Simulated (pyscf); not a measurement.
HB=NH + H• -> HB=N• + H₂, a hydrogen abstraction (doublet surface; H–N broken, H–H formed). PySCF, gas phase, ωB97X-D3(BJ)/def2-SVP geometries. Energies in kcal/mol from the separated reactants.

Small-basis levels: PySCF, no dispersion term, spherical d functions. AM1 to PM7: differences of heats of formation from MOPAC, which are fitted to 298 K values and so differ in kind from electronic energies by zero-point and thermal terms. Open shells are spin-unrestricted. 

```csv
level,barrier,reaction energy
HF/3-21G,40.1,+26.0
HF/6-31G*,35.1,+19.0
SVWN5/6-31G*,23.1,+34.3
PBE/6-31G*,23.4,+25.5
M06-2X/6-31G*,30.2,+24.8
PBE/def2-SVP,27.1,+32.4
PM3,27.3,+21.6
ωB97M-D3(BJ)/def2-TZVP,29.7,+26.5
```

Against the last row the barrier runs from -6.5 (SVWN5/6-31G*) to +10.4 kcal/mol (HF/3-21G). At SVWN5/6-31G*, PBE/6-31G*, PBE/def2-SVP this geometry lies under one side, so the entry may be no barrier of that level: it is a single point on another level's saddle. ωB97M-D3(BJ)/def2-TZVP has limits of its own. The same reactants have a lower exit, to [HB–NH₂]• (barrier +9.3 kcal/mol at ωB97M-D3(BJ)/def2-TZVP, against +29.7 kcal/mol here). HB=N• lies 15.4 kcal/mol over its isomer [B=NH]• (electronic energy, ωB97M-D3(BJ)/def2-TZVP). This is the saddle that the search found; another between the same sides may lie lower. The angle at the transferred H is 156°. The term symbol of open-shell HB=N• was not checked; spin-orbit terms are left out.
